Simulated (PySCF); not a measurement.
**Mayer bond orders and bond lengths**

C4H4N (charge -1).
Numbering: `[cH:1]1[cH:2][cH:3][n-:4][cH:5]1` (hydrogens: H6 on C1; H7 on C2; H8 on C3; H9 on C5)

Structure used (PBE0-D3(BJ)/def2-SVP), in Å, numbered top down from 1:
```xyz
9
C4H4N angstrom
C      0.4062    0.9395   -0.1083
C     -0.9074    0.4209   -0.2227
C     -0.7832   -0.9524    0.0402
N      0.4946   -1.3134    0.3042
C      1.2083   -0.1668    0.2132
H      0.7255    1.9780   -0.2415
H     -1.8213    0.9727   -0.4646
H     -1.5890   -1.6989    0.0458
H      2.2935   -0.1677    0.3833
```

Bond orders from the PBE0/pcSseg-1 density (PySCF). Isolated species at its PBE0-D3(BJ)/def2-SVP geometry, gas phase. The pcSseg-1 basis has no diffuse functions, a weakness for an anion.

**Question.** Where do the orders between heavy atoms depart from those drawn in the SMILES?

**Answer.** The largest departure is 0.144, at C1–C2 (drawn aromatic, 1.356), counting aromatic bonds as 1.5. The bonds drawn aromatic range from 1.36 to 1.45.

**Question.** Give the Mayer order of every bond between heavy atoms, beside its length.

**Answer.** 
```csv
bond,drawn as,length (Å),Mayer order
C1–C2,aromatic,1.417,1.356
C2–C3,aromatic,1.404,1.417
C3–N4,aromatic,1.354,1.452
N4–C5,aromatic,1.354,1.453
C5–C1,aromatic,1.404,1.416
```

Bonds between the same two heavy elements. C–C: lowest C1–C2 (1.356, 1.417 Å), highest C2–C3 and C5–C1 (1.417, 1.404 Å). C–N: all 2 within 0.02 of one another (1.452 to 1.453). Bonds named together lie within 0.004.

**Question.** And the bonds to hydrogen?

**Answer.** C–H: 0.98 to 0.99 (4 bonds).

**Question.** Sum the orders of all bonds at each heavy atom with more than one neighbour and set the sums beside the valence in the SMILES.

**Answer.** C1 3.756 (drawn 4), C2 3.756 (drawn 4), C3 3.855 (drawn 4), N4 2.905 (drawn 2), C5 3.855 (drawn 4). Orders between atoms that aren't bonded are not in these sums.

Mayer orders depend on the basis set.
